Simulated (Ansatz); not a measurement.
Several settings on one geometry of the cluster AlSi₂⁺ (that of the charge 1 singlet, PBE0-D4/def2-TZVP). Ansatz on 4 threads of Arm Neoverse V1 on a shared host; times are rough.

```xyz
3

Al   -0.636    1.224   -0.130
Si    0.498   -0.637   -1.046
Si    0.138   -0.587    1.176
```

Totals from different functionals, basis sets or treatments of relativity can't be compared as stabilities.

Correlated methods freeze 15 core orbitals.

At PBE0-D4/def2-TZVP a triplet lies 0.18 eV below the restricted singlet of charge 1, at its own geometry.

The spins typed aren't always the lowest for that charge.

(1) Give the basis size and estimate the energy, ⟨S²⟩ and time of these runs.

```tsv
run	method	charge	state	further keys
1	UKS rPW86-PBE-D4/aug-cc-pVDZ	1	triplet	nuclear_model: gaussian; forces asked
2	UKS r2SCAN0/cc-pVTZ	2	doublet	scf: {omitted_lower_state_checks: [starts]}; forces asked
3	RKS B3LYP5/def2-mTZVPP	1	singlet	pseudopotentials: {relativity: none}; scf: {lower_state_search: off}; forces asked
4	RHF, bccd_t/def2-mTZVPP	1	singlet	nuclear_model: gaussian; scf: {omitted_lower_state_checks: [starts]}
```

Results:

(1) 
```tsv
run	functions	energy (Eh)	⟨S²⟩	wall time
1	81	-821.8957	2.01	28 s
2	102	-820.4689	0.79	8.5 s
3	76	-820.9415	–	0.55 s
4	76	-819.6845	–	1.3 s
```

The restricted singlet is unstable towards broken spin symmetry at other levels; at RKS B3LYP5/def2-mTZVPP this wasn't settled. At RHF, bccd_t/def2-mTZVPP T1 of the charge 1 singlet is large (up to 0.062), so the single-reference result is doubtful. At RHF, bccd_t/def2-mTZVPP the restricted singlet (for correlated methods, its reference) is unstable: a solution with broken spin symmetry lies lower.
